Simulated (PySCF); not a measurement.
# H3O4P: the cost of one run

Programs: PySCF 2.14.0, with density-fitted response routines of our own. Each step states its level of theory. These are calculated values for one molecule in the gas phase, unless marked as measured. Atoms are numbered from 0 throughout.

## 1. The starting structure

8 atoms, charge 0, multiplicity 1; geometry from: GFN2-xTB. The atoms were then displaced at random by about 0.03 Å, so the start is not that level's minimum.

Bonds of the start (Å): O0–P1 1.38, P1–O2 1.61, P1–O3 1.69, P1–O4 1.58, O2–H5 0.92, O3–H6 0.94, O4–H7 0.93.

## 2. Relaxing the molecule at PBE0-D3(BJ)/def2-SVP

The job: settings as JSON, then the geometry in Å.

```
{"job": {"xc": "PBE0", "basis": "def2-SVP", "d3": "d3bj", "grid": 1, "shake": 0.03, "kind": "geom"}, "charge": 0, "multiplicity": 1}
O     -1.041070     0.881660     0.640380
P     -0.108050     0.062350     0.034900
O     -0.694390    -1.000310    -1.023980
O      1.157840     0.813590    -0.786460
O      0.704230    -0.835770     1.049680
H     -1.361970    -0.596050    -1.507400
H      1.310300     1.622220    -0.342180
H      0.189470    -1.014510     1.802210
```

Run with:

```
$ OMP_NUM_THREADS=1 python probes_run.py task.json out
```

The driver reads the jobs from task.json and runs them one after another.

Q: Estimate the wall time and peak memory of this first job on 1 thread of Arm Neoverse N1, shared host.

About 43 s, with a peak of 0.37 GiB.
